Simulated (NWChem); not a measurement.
## Correlation energy of propyne (C₃H₄)

SMILES: C#CC
```xyz
7

C      1.2234    -0.1960     0.0000
C     -0.2116     0.0353     0.0000
C     -1.4074     0.2252     0.0000
H      1.4491    -1.2737     0.0000
H      1.6966     0.2476     0.8898
H      1.6966     0.2476    -0.8898
H     -2.4686     0.3908     0.0000
```
Charge 0, spin multiplicity 1.

All runs are NWChem calculations. All single points use one geometry, from PBE0/def2-SVP, a minimum by its harmonic frequencies.

Basis set: cc-pVDZ. Each correlation energy counts from its own Hartree-Fock reference.

The correlated methods keep 3 core orbitals frozen. No row is a measurement; the coupled-cluster row has its own basis-set and correlation limits.

Problem. Order these methods by the correlation energy they give, lowest first: RI-MP2, CCSD+T(CCSD), SCS-MP2, CR-CCSD(T), CCSD.

Solution. CCSD+T(CCSD) (-443.6 mHa), CR-CCSD(T) (-439.2 mHa), CCSD (-427.0 mHa), RI-MP2 (-397.8 mHa), SCS-MP2 (-395.0 mHa)
